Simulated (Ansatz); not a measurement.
**CHAlO+ (doublet): from Hartree-Fock to the top rungs, def2-TZVPP**

One table from this session's results is given with a row withheld; the runs are named, their logs left out.

Method: def2-TZVPP, core rule «outside noble gas», up to 7 orbitals frozen; program: Ansatz 0.2.0, Gaussian basis.

The runs, in order: UHF; ROHF; CCSD(T) on UHF.

2 further runs of the same task are left out: 2 set aside as unsound or not needed.

**The geometry**

The geometry is a PBE0/def2-TZVP stationary point (not a proven minimum) of the parent state, kept for this charge and spin.

4 atoms, charge 1, spin multiplicity 2.

Atoms are counted from 1 here; the program's logs count them from 0.

Bond lengths: Al1–C2 1.933 Å, C2–O3 1.306 Å, O3–H4 0.968 Å. Angles: Al1–C2–O3 167.9°, C2–O3–H4 112.4°.

The first run:

in.yaml

```yaml
crystal:
  periodic: [false, false, false]
  atoms:
    - {symbol: Al, position_ang: [0.000001, -0.162615, 2.220099]}
    - {symbol: C, position_ang: [-0.000032, -0.075678, 0.288964]}
    - {symbol: O, position_ang: [0.000003, -0.291771, -0.998684]}
    - {symbol: H, position_ang: [0.000028, 0.530064, -1.510380]}
basis:
  gaussian: {orbitals: def2-TZVPP}
total_charge: 1
magnetization: {spin_polarized: true, initial_magnetization: 1}
hamiltonian: {xc: hf}
output: {orbitals: {seedname: orbitals}}
```

Run with:

```console
ansatz run in.yaml --threads 1 --pin off --events-out ev --progress --plain --max-ram 4096MiB --backend cpu
```

Steps of the session up to this table: UHF; ROHF; CCSD(T) on UHF.

One table of the session follows, with a row left open; its other results are not shown here.

| method | from UCCSD(T) (kcal/mol) |
| --- | --- |
| ROHF | +274.55 |
| UHF | +269.02 |
| UMP2 | ? |
| UCCSD | +11.46 |
| UCCSD(T) | 0 |

**Question.** Estimate the row for UMP2.

**Answer.** from UCCSD(T) (kcal/mol): +31.96. In the column «from UCCSD(T) (kcal/mol)» it lies between UCCSD (+11.46) and UHF (+269.02).
